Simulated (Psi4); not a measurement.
Reaction (SMILES): FCF → F[CH-]F + H+
B3LYP-D3(BJ)/def2-TZVP geometries, fixed; electronic energies without zero-point terms.
Largest species:
```xyz
5

C      0.0044     0.0053     0.5043
F     -0.0170     1.1024    -0.3021
F      0.0119    -1.1085    -0.2792
H     -0.9025    -0.0002     1.1113
H      0.9218     0.0234     1.0951
```

Effect of the treatment of two-electron integrals at MP2/def2-TZVP with Psi4, against the last row, where the deprotonation energy is 412.09 kcal/mol. Cores are frozen.

| setting | largest shift of a total energy (mEh) | shift of the deprotonation energy (kcal/mol) |
|---|---|---|
| scf_type: df | 0.257 | 0.031 |
| scf_type: cd | 0.082 | -0.002 |
| scf_type: pk | 0.000 | 0.000 |

Within 0.02 kcal/mol in the deprotonation energy: scf_type: cd. The largest shift is 0.257 mEh in a total energy and 0.031 kcal/mol in the difference.
